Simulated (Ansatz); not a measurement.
# C2+ (doublet): the correlation ladder, cc-pVDZ

Aim: climb from Hartree-Fock through coupled cluster and multireference methods for C2+ (doublet) at one geometry and basis, and see what each rung misses.

Program: Ansatz 0.2.0, Gaussian basis. Level of theory: cc-pVDZ, core rule «outside noble gas», up to 2 orbitals frozen. These are calculated values, not measurements.

Plan: UHF; CCSD(T) on ROHF; BCCD(T) on ROHF; CISD; CCSDT(Q) on ROHF; CISDTQ; CCSDTQ on ROHF; CCSDTQ on UHF; CASSCF and MRCISD+Q, 7 electrons in 8 orbitals; CASSCF and NEVPT2, 7 electrons in 8 orbitals; Full CI.

9 further runs of the same task are left out: 2 for a known fault of the program, 1 that didn't finish, 6 set aside as unsound or not needed.

### Step 1. The system

The geometry is a PBE0/def2-TZVP stationary point (not a proven minimum) of the parent state, kept for this charge and spin.

2 atoms, charge 1, spin multiplicity 2.

Atoms are counted from 1 here; the program's logs count them from 0.

Bond lengths: C1–C2 1.301 Å.

### Step 2. UHF

The input, in.yaml:

```yaml
crystal:
  periodic: [false, false, false]
  atoms:
    - {symbol: C, position_ang: [0.000000, 0.000000, 0.000000]}
    - {symbol: C, position_ang: [0.000000, 0.000000, 1.301443]}
basis:
  gaussian: {orbitals: cc-pVDZ}
total_charge: 1
magnetization: {spin_polarized: true, initial_magnetization: 1}
hamiltonian: {xc: hf}
output: {orbitals: {seedname: orbitals}}
```

Run with:

```sh
> ansatz run in.yaml --threads 1 --pin off --events-out ev --progress --plain --max-ram 2816MiB --backend cpu
```

After this run come: CCSD(T) on ROHF; BCCD(T) on ROHF; CISD; CCSDT(Q) on ROHF; CISDTQ; CCSDTQ on ROHF; CCSDTQ on UHF; CASSCF and MRCISD+Q, 7 electrons in 8 orbitals; CASSCF and NEVPT2, 7 electrons in 8 orbitals; Full CI.

Before running them: what should the planned runs give, taken together? Wanted: FCI below the RHF energy; RMP2 from FCI; RCCSD from FCI; RCCSD(T) from FCI; RCCSDT(Q) from FCI; NEVPT2 valence from FCI; MRCISD+Q valence from FCI; T1 diagnostic; effectively unpaired electrons.

As calculated:

| quantity | value |
| --- | --- |
| FCI below the RHF energy | -7.4534 eV |
| RMP2 from FCI | +122.5 kJ/mol |
| RCCSD from FCI | +68.3 kJ/mol |
| RCCSD(T) from FCI | +6.1 kJ/mol |
| RCCSDT(Q) from FCI | -0.9 kJ/mol |
| NEVPT2 valence from FCI | +45.3 kJ/mol |
| MRCISD+Q valence from FCI | +0.6 kJ/mol |
| levels within 1 kcal/mol (43 meV) | RCCSDT(Q), RCCSDTQ, MRCISD+Q valence |
| T1 diagnostic | 0.042 |
| effectively unpaired electrons | 1.88 |

**Reading.** RCCSD(T) lands +6.1 kJ/mol from the yardstick (0.8 % of the correlation energy). RCCSDT(Q) falls below full CI, which methods that aren't variational can do. With 1.9 effectively unpaired electrons against 1 the state is strongly multireference. Coupled cluster on one determinant still stays close here. Of the multireference levels listed MRCISD+Q valence comes nearest in total energy (+0.6 kJ/mol), which doesn't show that its space is the better one. Coupled cluster took another determinant than the lowest Hartree-Fock one. These misses are within one basis, not against nature.
